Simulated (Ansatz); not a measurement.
The input, for Ansatz 0.2.0:

```yaml
crystal:
  periodic: [false, false, false]
  atoms:
    - {symbol: Si, position_ang: [0.000000, 0.000000, 0.000000]}
    - {symbol: N, position_ang: [0.000000, 0.000000, 5.269000]}
basis:
  gaussian: {orbitals: 6-31G}
total_charge: 1
magnetization: {spin_polarized: true, initial_magnetization: 0}
hamiltonian: {xc: {name: PBE}}
correlation: {method: rpa, electrons: outside_noble_gas}
```

```sh
$ ansatz run in.yaml --threads 1 --pin off --events-out ev --progress --plain --max-ram 2393MiB
```

The program prints:

```
272 factors; integrals over basis functions are off by at most 1.6e-4 eV
mean field evaluation 1: about -9197.2965 eV, gradient 1.0e2 eV
mean field evaluation 2: about -9197.2747 eV, gradient 1.0e2 eV
mean field evaluation 4: about -9127.2063 eV, gradient 1.3e2 eV
mean field evaluation 8: about -9325.5475 eV, gradient 2.0e1 eV
mean field evaluation 16: about -9340.4436 eV, gradient 8.5e0 eV
mean field evaluation 32: about -9343.5686 eV, gradient 6.7e-2 eV
mean field evaluation 64: about -9341.9791 eV, gradient 4.7e-1 eV
mean field evaluation 96: about -9304.5526 eV, gradient 6.2e1 eV
mean field evaluation 128: about -9340.5526 eV, gradient 5.3e0 eV
mean field evaluation 160: about -9342.4579 eV, gradient 8.7e-2 eV
mean field evaluation 192: about -9343.5566 eV, gradient 4.7e-1 eV
mean field evaluation 224: about -9343.4450 eV, gradient 1.7e-3 eV
mean field evaluation 256: about -9343.5163 eV, gradient 1.7e0 eV
mean field evaluation 288: about -9343.5659 eV, gradient 7.4e-2 eV
mean field evaluation 320: about -9343.5731 eV, gradient 4.6e-3 eV
mean field evaluation 352: about -9343.5747 eV, gradient 4.9e-2 eV
mean field evaluation 384: about -9342.0134 eV, gradient 1.8e0 eV
mean field evaluation 416: about -9340.9952 eV, gradient 1.8e0 eV
mean field evaluation 448: about -9343.5731 eV, gradient 4.4e-4 eV
mean field evaluation 480: about -9314.8623 eV, gradient 3.8e1 eV
mean field evaluation 512: about -9343.5731 eV, gradient 5.3e-3 eV
mean field evaluation 544: about -9343.5726 eV, gradient 2.0e-2 eV
mean field evaluation 576: about -9335.3489 eV, gradient 7.9e0 eV
mean field evaluation 608: about -9343.4708 eV, gradient 8.8e-1 eV
mean field evaluation 640: about -9343.5730 eV, gradient 3.9e-2 eV
mean field evaluation 672: about -9343.5731 eV, gradient 2.2e-3 eV
mean field evaluation 704: about -9343.5672 eV, gradient 2.4e-2 eV
mean field evaluation 736: about -9333.3779 eV, gradient 6.5e0 eV
mean field evaluation 768: about -9335.1264 eV, gradient 5.1e0 eV
mean field -9343.57314326 eV, -343.3699797134 hartree, gradient 4.2e-10 eV, S^2 2.000238; 26 other end points of the search recorded, 0 dependent functions left out
6 core orbitals not correlated: weight in the atoms' cores, before any rotation towards them, 1.000 or more for the frozen orbitals, at most 0.000 for the correlated occupied ones
reference -9328.69816759 eV, -342.8233344402 hartree; 4, 4 occupied and 12, 12 virtual orbitals, 272 factors
Total energy: -9334.13748540 eV, -343.0232256828 hartree
```

Ran on 1 thread of Intel Xeon Platinum 8488C, shared host: 20 s wall, 0.16 GiB peak host memory.
